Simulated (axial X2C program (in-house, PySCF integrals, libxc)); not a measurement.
# Levels of PH⁺ by electron attachment to PH²⁺ (EOM-EA-CCSD)

Computed with an in-house all-electron X2C program for linear molecules (integrals from PySCF): two-component X2C with atomic mean-field Coulomb and Gaunt terms, Gaussian nuclei, basis P dyall-av3z, H dyall-av3z with contracted cores.

R = 1.439 Å (near the PBE0 minimum at charge 1 of the determinant lowest at the starting distance; the state shown can have its own minimum elsewhere).

Hartree–Fock spinors of PH²⁺ (one of each Kramers pair; a window near the gap, which can cut inner shells):

```
  ω  occupied  ε (eV)                  character
1/2       yes  -30.61  60% P p, 21% H s, 13% P s
1/2        no  -17.88   82% P p, 10% H p, 8% H d
3/2        no  -17.84   82% P p, 10% H p, 8% H d
1/2        no  -10.49  42% P d, 17% P p, 17% H s
1/2        no   -8.46  44% P s, 36% H s, 15% P d
1/2        no   -7.26   74% P d, 22% H p, 4% P p
3/2        no   -7.26   74% P d, 22% H p, 3% P p
```

Levels of PH⁺ obtained by attaching an electron to PH²⁺:

```csv
Ω,binding energy (eV),above lowest (cm⁻¹),attached spinor,one-particle weight
1/2,18.908,0,"83% P pπ, 9% H pπ, 8% H dπ",0.96
3/2,18.869,310,"83% P pπ, 9% H pπ, 8% H dπ",0.96
1/2,11.606,58891,"43% P dσ, 18% P pσ, 17% H sσ",0.94
```

(1) Take the first Ω = 1/2 and Ω = 3/2 rows of π character: how far apart are they, and which lies lower?

This point took 4.9 s on 1 thread of Intel(R) Xeon(R) Processor @ 2.30GHz (shared host).

Reference electrons by ω block (each with its −ω partner): 1/2: 6, 3/2: 1. 4 electrons of PH²⁺ correlated (inner shells frozen), 92 natural virtual spinors (a truncated set); levels can be off by some tenths of an eV. Roots sought by Ω: (1/2: 5, 3/2: 4, 5/2: 2, 7/2: 1); rows need 60 % one-particle weight and stop where some Ω has no more roots. Missing are any skipped roots, higher Ω and states of a further excitation; these come out far too high here and may in truth be low or lowest. T1 of the reference 0.010 (Lee–Taylor). The reference was not checked to be the lowest state of its species. Number of frozen shells: P 2 s, 1 p; H none.

Results:

(1) E(3/2) − E(1/2) = 310 − 0 = 310 cm⁻¹ at EOM-EA-CCSD: regular, Ω = 1/2 lower. Splittings at this level can be off by ten to twenty per cent.
